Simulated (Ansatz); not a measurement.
```yaml
crystal:
  periodic: [false, false, false]
  atoms:
    - {symbol: Ge, position_ang: [-0.676971, -0.109766, -0.225350]}
    - {symbol: P, position_ang: [1.499920, 0.205407, 0.540675]}
    - {symbol: H, position_ang: [-1.061797, 1.377919, 0.307282]}
    - {symbol: H, position_ang: [1.734175, 1.090659, -0.507235]}
    - {symbol: H, position_ang: [2.023263, -0.870114, -0.174368]}
basis:
  gaussian: {orbitals: def2-TZVP}
hamiltonian: {xc: pbe0}
relax: {f_tol: 0.004, max_steps: 80}
```

```sh
$ ansatz run in.yaml --threads 1 --pin off --events-out ev --progress --plain --max-ram 2176MiB
```

Steps of the relaxation (energy above the last step; positions in Å, forces in eV/Å):

```
5
step 1, 106.1 meV
Ge   -0.677   -0.110   -0.225   -0.308    0.298    0.243
P     1.500    0.205    0.541   -0.194   -0.160    0.584
H    -1.062    1.378    0.307    0.111   -0.292   -0.243
H     1.734    1.091   -0.507    0.092    0.668   -0.387
H     2.023   -0.870   -0.174    0.299   -0.514   -0.197
```

```
5
step 2, 47.1 meV
Ge   -0.735   -0.114   -0.159   -0.018   -0.058    0.118
P     1.493    0.159    0.516   -0.186    0.137    0.024
H    -1.061    1.404    0.249    0.157   -0.092   -0.089
H     1.726    1.149   -0.472    0.088    0.109    0.054
H     2.095   -0.904   -0.193   -0.041   -0.096   -0.107
```

```
5
step 3, 51.3 meV
Ge   -0.804   -0.196   -0.089    0.418    0.494    0.232
P     1.443    0.153    0.510   -0.131   -0.025   -0.524
H    -0.886    1.400    0.164   -0.256   -0.270   -0.108
H     1.692    1.228   -0.415   -0.015   -0.373    0.305
H     2.074   -0.891   -0.229   -0.016    0.174    0.094
```

```
5
step 6, 7.1 meV
Ge   -0.789   -0.188    0.061   -0.157    0.018   -0.082
P     1.440    0.142    0.458    0.202   -0.109   -0.048
H    -1.022    1.389    0.054   -0.007   -0.022    0.058
H     1.847    1.239   -0.327   -0.008    0.085   -0.053
H     2.044   -0.888   -0.305   -0.030    0.028    0.124
```

```
5
step 9, 0.1 meV
Ge   -0.797   -0.181    0.007    0.000   -0.006   -0.001
P     1.437    0.147    0.452    0.018   -0.013   -0.010
H    -1.015    1.393    0.110   -0.014    0.013    0.000
H     1.828    1.233   -0.363   -0.002    0.006    0.002
H     2.066   -0.897   -0.264   -0.002    0.000    0.009
```

```
5
step 11, 0.0 meV
Ge   -0.796   -0.180    0.007   -0.001   -0.001    0.000
P     1.439    0.147    0.451    0.003   -0.001   -0.004
H    -1.022    1.394    0.110    0.000    0.000    0.000
H     1.831    1.233   -0.362   -0.001   -0.001    0.002
H     2.066   -0.899   -0.264   -0.002    0.003    0.002
```

```
5
step 12, 0.0 meV
Ge   -0.796   -0.181    0.007   -0.001    0.000    0.000
P     1.439    0.147    0.451    0.000    0.000    0.000
H    -1.022    1.394    0.110    0.000    0.000    0.000
H     1.831    1.233   -0.362    0.000    0.000    0.000
H     2.066   -0.899   -0.264    0.000    0.000    0.000
```

Close pairs at the end: P2–H4 1.413 Å, P2–H5 1.413 Å, Ge1–H3 1.594 Å, Ge1–P2 2.302 Å.

A stationary point of restricted PBE0 after 12 steps (its stability towards spin polarisation wasn't tested); no frequencies were run, so it isn't proven a minimum. 35 s on 1 thread of Arm Neoverse V1, shared host.
